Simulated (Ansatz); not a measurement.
Reaction: C2H3ClF2 (SMILES C(F)(Cl)(F)C) → CH3 (SMILES [CH3], doublet) + CClF2 (SMILES F[C](F)Cl, doublet) (the C-C bond breaks)
Each species at its own B3LYP-D3(BJ)/def2-TZVP minimum (Ansatz, an electronic-structure program).

Wanted: bond dissociation energy (electronic), in kcal/mol. Radicals and triplets start from unrestricted determinants; spin-orbit coupling is neglected. CBS(X,Y): correlation extrapolated as X^-3, Hartree-Fock from the larger set. A bracket is a step between two methods taken in the basis named. The functionals are non-relativistic, so their misses hold any scalar relativity. Double hybrids freeze cores in their MP2 part. '+ core + X2C': CCSD(T) terms for core correlation (cc-pwCVTZ, 1s frozen past Ne) and scalar relativity (cc-pVTZ-DK).

CCSD(T)/CBS(cc-pV(T+d)Z,cc-pV(Q+d)Z) + [CCSDT(Q) - CCSD(T)]/cc-pV(D+d)Z + core + X2C (Ansatz) gives 103.2 kcal/mol.

Question: What does PBE/def2-TZVPD (Ansatz) give here, and how do the other levels compare?

Answer: PBE gives 96.8 kcal/mol, 6.4 kcal/mol below it. Differences of the others: r2SCAN/def2-TZVPD (Ansatz) -9.8; B3LYP/def2-TZVPD (Ansatz) -9.6; PBE0/def2-TZVPD (Ansatz) -5.9; wB97M-V/def2-TZVPD (Ansatz) 0.1; B2PLYP/def2-TZVPD (Ansatz) -5.7; CCSD(T)/CBS(cc-pV(T+d)Z,cc-pV(Q+d)Z) + core + X2C (Ansatz) 0.2 kcal/mol. Nearer than PBE: PBE0/def2-TZVPD, wB97M-V/def2-TZVPD, B2PLYP/def2-TZVPD, CCSD(T)/CBS(cc-pV(T+d)Z,cc-pV(Q+d)Z) + core + X2C.
